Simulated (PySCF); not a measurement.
**Fluorine: a sound run and one with changed settings**

Sound run: F [He] 2s2 2p5, F+ [He] 2s2 2p4. All numbers are calculated (PySCF 2.14, no relativity, point nucleus, in def2-SVP). The sound run starts from symmetry-adapted Hartree-Fock orbitals and uses a fine grid where one is needed.

Changed run: radial step 1.2 in ln r (0.13 in the sound run). This setting is unsound on purpose.

```tsv
species	method	sound run (hartree)	changed run (hartree)	converged
F	UHF	-99.28405	-99.28405	yes
F	PBE	-99.53976	-99.24840	yes
F	M06-L	-99.63117	-99.20806	yes
F+	UHF	-98.70445	-98.70445	yes
F+	PBE	-98.89933	-98.57043	yes
F+	M06-L	-98.98719	-98.52289	yes
```

Ionisation energy of F:

```csv
method,sound run (eV),changed run (eV)
UHF,15.772,15.772
PBE,17.427,18.449
M06-L,17.523,18.644
```

A coarse radial grid mis-integrates the density and the exchange-correlation energy, with errors of either sign; Hartree-Fock needs no grid.

For comparison, NIST gives 17.423 eV between the lowest levels.
